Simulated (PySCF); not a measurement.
# hydrogen boron sulfide (BHS): NMR shifts and electronic excitations in gas and solvents, part 2 of 2

PySCF 2.14.0. Atoms count from 0. Earlier steps stand in the parts before.

### 10 Ultraviolet spectrum: CAM-B3LYP/aug-cc-pVTZ

What the job is given:

```
{"job": {"kind": "uv", "xc": "CAM-B3LYP", "basis": "aug-cc-pVTZ", "ip": false, "dynamic": false}, "charge": 0, "multiplicity": 1}
B     -0.191356     0.009696    -0.037171
S      1.393437    -0.186111    -0.092822
H     -1.356677     0.153709     0.003729
```

With the program's defaults for keys left out, this is: TDDFT CAM-B3LYP/aug-cc-pVTZ, vertical, gas phase, core orbitals frozen in the response.

Standard output:

```text
coarse grid: 3336 points
cycle   1  E = -423.6283585037  dE =  1.003e-01  |g| = 2.812e-01  |ddm| = 3.368e+00
cycle   2  E = -423.6039942837  dE =  2.436e-02  |g| = 4.361e-01  |ddm| = 1.128e+00
cycle   3  E = -423.6609297824  dE = -5.694e-02  |g| = 2.323e-02  |ddm| = 6.112e-01
cycle   4  E = -423.6611074340  dE = -1.777e-04  |g| = 1.097e-02  |ddm| = 6.607e-02
cycle   5  E = -423.6611459256  dE = -3.849e-05  |g| = 1.824e-03  |ddm| = 2.001e-02
cycle   6  E = -423.6611476266  dE = -1.701e-06  |g| = 3.444e-04  |ddm| = 4.618e-03
final grid: 28328 points
cycle   7  E = -423.6653895782  dE = -5.131e-06  |g| = 5.165e-04  |ddm| = 5.191e-02
cycle   8  E = -423.6653896265  dE = -4.833e-08  |g| = 2.273e-04  |ddm| = 3.280e-03
cycle   9  E = -423.6653896308  dE = -4.278e-09  |g| = 2.172e-04  |ddm| = 6.649e-04
cycle  10  E = -423.6653896444  dE = -1.354e-08  |g| = 1.640e-05  |ddm| = 3.205e-04
cycle  11  E = -423.6653896445  dE = -9.317e-11  |g| = 7.346e-06  |ddm| = 3.623e-05
converged SCF energy = -423.6653896445

Static polarisability (au): isotropic 34.375, principal 29.042 29.042 45.041

Singlet excitations
state   eV       nm        f      main configurations
  1   5.1655    240.0   0.00000   H->L+1 0.36, H-1->L 0.36, H->L 0.10
  2   5.4079    229.3   0.00000   H-1->L 0.47, H->L+1 0.47
  3   5.4079    229.3   0.00000   H-1->L+1 0.47, H->L 0.47
  4   7.6202    162.7   0.12635   H->L+2 0.59, H->L+3 0.20, H-1->L+2 0.08
  5   7.6202    162.7   0.12635   H-1->L+2 0.59, H-1->L+3 0.20, H->L+2 0.08
  6   7.8317    158.3   0.49846   H-1->L+1 0.36, H->L 0.36, H-1->L 0.10
  7   7.8589    157.8   0.00349   H-2->L 0.90
  8   7.8589    157.8   0.00349   H-2->L+1 0.90
  9   8.2964    149.4   0.00003   H->L+3 0.65, H->L+2 0.23
 10   8.2964    149.4   0.00003   H-1->L+3 0.65, H-1->L+2 0.23

Triplet excitations (Tamm-Dancoff, eV): 4.3351 4.6770 4.6770 5.1940
```

It took 2.1 s on 1 thread of Arm Neoverse V2, shared host; peak memory 0.37 GiB.

This run: HOMO -9.82 eV, LUMO -0.20 eV; lowest singlet 5.17 eV.

### 11 TDDFT and polarisability: wB97X-D/aug-cc-pVTZ

What the job is given:

```
{"job": {"kind": "uv", "xc": "wB97X-D", "basis": "aug-cc-pVTZ", "ip": true, "dynamic": false}, "charge": 0, "multiplicity": 1}
B     -0.191356     0.009696    -0.037171
S      1.393437    -0.186111    -0.092822
H     -1.356677     0.153709     0.003729
```

Method: TDDFT wB97X-D/aug-cc-pVTZ, vertical, gas phase, core orbitals frozen in the response.

Standard output:

```text
coarse grid: 3336 points
cycle   1  E = -423.6136170741  dE =  1.045e-01  |g| = 3.174e-01  |ddm| = 3.220e+00
cycle   2  E = -423.6011696666  dE =  1.245e-02  |g| = 4.359e-01  |ddm| = 1.232e+00
cycle   3  E = -423.6561328134  dE = -5.496e-02  |g| = 2.372e-02  |ddm| = 6.120e-01
cycle   4  E = -423.6563763882  dE = -2.436e-04  |g| = 7.155e-03  |ddm| = 7.694e-02
cycle   5  E = -423.6563987657  dE = -2.238e-05  |g| = 2.315e-03  |ddm| = 2.050e-02
cycle   6  E = -423.6564010222  dE = -2.256e-06  |g| = 4.944e-04  |ddm| = 6.621e-03
final grid: 28328 points
cycle   7  E = -423.6619956736  dE = -2.611e-05  |g| = 2.826e-03  |ddm| = 9.909e-02
cycle   8  E = -423.6619965577  dE = -8.841e-07  |g| = 1.040e-03  |ddm| = 1.411e-02
cycle   9  E = -423.6619967168  dE = -1.591e-07  |g| = 2.693e-04  |ddm| = 2.105e-03
cycle  10  E = -423.6619967370  dE = -2.024e-08  |g| = 1.675e-04  |ddm| = 9.385e-04
cycle  11  E = -423.6619967459  dE = -8.865e-09  |g| = 2.501e-05  |ddm| = 3.689e-04
cycle  12  E = -423.6619967463  dE = -4.355e-10  |g| = 6.111e-06  |ddm| = 9.579e-05
converged SCF energy = -423.6619967463

Static polarisability (au): isotropic 34.462, principal 29.216 29.217 44.953

Singlet excitations
state   eV       nm        f      main configurations
  1   5.2611    235.7   0.00000   H->L 0.43, H-1->L+1 0.43
  2   5.4441    227.7   0.00000   H-1->L 0.36, H->L+1 0.36, H-1->L+1 0.10
  3   5.4446    227.7   0.00000   H-1->L+1 0.36, H->L 0.36, H->L+1 0.10
  4   7.7032    161.0   0.13529   H->L+2 0.47, H->L+3 0.36, H->L+6 0.10
  5   7.7034    160.9   0.13516   H-1->L+2 0.47, H-1->L+3 0.36, H-1->L+6 0.10
  6   7.8579    157.8   0.50555   H->L+1 0.43, H-1->L 0.43
  7   7.9078    156.8   0.00475   H-2->L+1 0.87
  8   7.9100    156.7   0.00500   H-2->L 0.87
  9   8.4660    146.4   0.00001   H->L+3 0.48, H->L+2 0.37
 10   8.4662    146.4   0.00001   H-1->L+3 0.48, H-1->L+2 0.37

Triplet excitations (Tamm-Dancoff, eV): 4.3999 4.8066 4.8071 5.2844
Vertical ionisation energy (delta-SCF) = 11.1219 eV
```

It took 3.9 s on 1 thread of Arm Neoverse V2, shared host; peak memory 0.38 GiB.

Key values: HOMO -10.38 eV, LUMO 0.50 eV; lowest singlet 5.26 eV.

### 12 Run by run: NMR shifts

Shifts (ppm), with basis size and wall time:

```
                           run    H2    B0   S1  functions   time
                 PBE0/pcSseg-2  2.39  50.3   37         93  2.6 s
                  KT3/pcSseg-2  2.39  41.8   12         93  1.8 s
              wB97X-D/pcSseg-2  2.41  51.6   30         93  1.5 s
                B97-2/pcSseg-2  2.38  48.2   22         93  1.1 s
   WP04/pcSseg-2 in chloroform  2.19  52.9  -31         93  1.2 s
wB97X-D/pcSseg-2 in chloroform  2.68  53.9   12         93  1.5 s
```

### 13 Side by side: electronic excitations

Excitations and ground-state properties, with basis size and wall time:

```
                  run  lowest singlet (eV)  brightest (eV)      f  gap (eV)  α (Å³)  μ (D)  functions   time
     PBE0/aug-cc-pVTZ                 5.29            7.82  0.467      7.31    5.07   1.46        119  2.6 s
CAM-B3LYP/aug-cc-pVTZ                 5.17            7.83  0.498      9.63    5.09   1.53        119  2.1 s
  wB97X-D/aug-cc-pVTZ                 5.26            7.86  0.506     10.88    5.11   1.56        119  3.9 s
```

Measured dipole: 1.30 D (gas; NIST CCCBDB Release 22 (SRD 101), experimental dipoles).

### 14 Outcome

This closing draws on all 2 parts.

| quantity | value |
| --- | --- |
| point group | Cinfv |
| rotational constants (main isotopes) | 19.14, 19.14 GHz |
| 1H shifts against TMS (PBE0/pcSseg-2) | 2.39 ppm |
| 11B shifts against BF3·OEt2 (PBE0/pcSseg-2) | 50.3 ppm |
| 33S shifts against CS2 (PBE0/pcSseg-2) | 37 ppm |
| surface potential, 1st and 99th percentile | -0.30 V and 1.12 V |
| lowest singlet (PBE0/aug-cc-pVTZ) | 5.29 eV (234 nm), f = 0.000 |
| brightest single state of those computed | state 6, 7.82 eV, f = 0.467 |
| lowest triplet | 4.26 eV |
| range of the shift of S1 (wB97X-D/pcSseg-2 runs) | 12 to 30 ppm |
| range of the lowest singlet | 5.17 to 5.29 eV |

What this shows: Relaxing lowered the energy by 0.034 eV in 4 steps; the close pair that moved most is B0–S1, from 1.563 to 1.598 Å. At PBE0/pcSseg-2: The largest span, 874 ppm, is at S1, where the paramagnetic term is -584 ppm. The lowest singlet, at 5.29 eV, is HOMO→LUMO+1 0.29, HOMO−1→LUMO 0.29 and is dark; of the 10 states computed, the strongest absorption comes from state 6 at 7.82 eV. The lowest triplet lies 1.03 eV below the lowest singlet (triplets in Tamm-Dancoff, singlets in full TDDFT). The dipole moment, 1.46 D, compares with 1.30 D measured. At one level, wB97X-D/pcSseg-2: In ppm, S1 moves most: its shift spreads over 18 ppm, from 12 (wB97X-D/pcSseg-2 in chloroform) to 30 (wB97X-D/pcSseg-2). The lowest singlet runs from 5.17 eV (CAM-B3LYP/aug-cc-pVTZ) to 5.29 eV (PBE0/aug-cc-pVTZ), while the orbital gap spans 7.31 to 10.88 eV: the excitation energy moves far less from run to run than the orbital gap does. The lowest state need not be the same one in every run. For the measured dipole, PBE0/aug-cc-pVTZ misses least (0.17 D, 2.6 s) and wB97X-D/aug-cc-pVTZ most (0.26 D, 3.9 s); the quickest, CAM-B3LYP/aug-cc-pVTZ, misses by 0.23 D in 2.1 s. One molecule ranks no method: errors cancel, and vibration and temperature are missing from all runs.
